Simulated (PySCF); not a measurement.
Compound: C₅H₄O.
Geometry (PBE0-D3(BJ)/def2-SVP, Å), atoms numbered from 1 in this order:
```xyz
10
C5H4O angstrom
O      2.3136    0.2338   -0.2088
C      1.1197    0.1058   -0.1126
C      0.0998    1.2027    0.0439
C     -1.1045    0.6175    0.1111
C     -0.9535   -0.8668    0.0055
C      0.3425   -1.1841   -0.1255
H      0.3527    2.2608    0.0882
H     -2.0678    1.1174    0.2249
H     -1.7954   -1.5604    0.0344
H      0.8029   -2.1656   -0.2262
```

Method: PBE0-D3(BJ)/def2-SVP geometry optimisation, gas phase (PySCF).

Masses are those of the commonest isotopes; rigid-rotor values at the optimised geometry. 

(1) What are A, B and C (MHz)?

(2) Classify the top.

(3) Is it planar, by Δ = Ic − Ia − Ib?

(4) Where do the levels up to J = 5 lie, in K?

(5) Which lines would a microwave search look for?

(6) Estimate the classical rotational partition function at 10 K, 50 K and 298.15 K.

Answers

(1) Ia = 61.82, Ib = 127.65, Ic = 189.48 u·Å²; 505379 MHz·u·Å²/I gives A = 8174, B = 3959, C = 2667 MHz.

(2) An asymmetric top; Ray's κ = -0.531.

(3) Planar: Δ = Ic − Ia − Ib = 0.00 u·Å². For a rigid frame Δ = −2 Σ m c², so it vanishes when all atoms lie in the ab plane; here none is more than 0.01 Å from it.

(4) Above 0(0,0), as E/k:
J = 1: 1(0,1) 0.318, 1(1,1) 0.520, 1(1,0) 0.582
J = 2: 2(0,2) 0.942, 2(1,2) 1.094, 2(1,1) 1.280, 2(2,1) 1.887, 2(2,0) 1.899
J = 3: 3(0,3) 1.850, 3(1,3) 1.948, 3(1,2) 2.319, 3(2,2) 2.841, 3(2,1) 2.899, 3(3,1) 4.015, 3(3,0) 4.016
J = 4: 4(0,4) 3.021, 4(1,4) 3.076, 4(1,3) 3.685, 4(2,3) 4.104, 4(2,2) 4.263, 4(3,2) 5.307, 4(3,1) 5.318, 4(4,1) 6.923, 4(4,0) 6.923
J = 5: 5(0,5) 4.443, 5(1,5) 4.471, 5(1,4) 5.361, 5(2,4) 5.667, 5(2,3) 5.992, 5(3,3) 6.926, 5(3,2) 6.966, 5(4,2) 8.540, 5(4,1) 8.541, 5(5,1) 10.614, 5(5,0) 10.614
The levels of one J sum to (2J + 1)J(J + 1)(A + B + C)/3.

(5) The dipole components are |μa| = 2.97 D, |μb| = 0.00 D, |μc| = 0.00 D; the symmetry axis of this C2v structure is a, so μb and μc vanish by symmetry and there are no b-type or c-type lines. Some lines, for components of 0.1 D or more:

```tsv
type	branch	J(Ka,Kc)	MHz	lower level (cm⁻¹)
a	Q	1(1,0) ← 1(1,1)	1292	0.362
a	Q	2(1,1) ← 2(1,2)	3875	0.761
a	R	1(0,1) ← 0(0,0)	6626	0.000
a	R	2(1,2) ← 1(1,1)	11961	0.362
a	R	2(0,2) ← 1(0,1)	12998	0.221
a	R	2(1,1) ← 1(1,0)	14544	0.405
```

(6) Point group C2v, symmetry number σ = 2; q = (√π/σ)·√((kT/h)³/(ABC)), k/h = 20836.6 MHz/K: 287 at 10 K, 3210 at 50 K, 46700 at 298.15 K.

Whether it is a minimum is left open (no frequencies). Constants of a rigid frame at the computed geometry: no zero-point averaging, no centrifugal distortion.
